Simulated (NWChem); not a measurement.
System: AlF$_{3}$; SMILES [F][Al]([F])[F]

```xyz
4

Al     0.0000     0.0000     0.0000
F     -0.4639    -1.5763     0.0000
F     -1.1332     1.1899     0.0000
F      1.5971     0.3864     0.0000
```
Atoms are numbered in this order, from 1.

Results from NWChem. Structure relaxed at the PBE0/def2-SVP level. Ions are spin-unrestricted doublets at the neutral geometry; other ion states weren't tried.

For level PBE/def2-SVP:

| Item | Value |
|---|---|
| vertical ionisation energy, ΔSCF (eV) | 13.25 |
| −ε(HOMO) (eV) | 9.16 |

Estimate the same quantities for level CAM-B3LYP/def2-SVP.

The vertical ionisation energy, ΔSCF (eV) is 14.54. The −ε(HOMO) (eV) is 12.85.
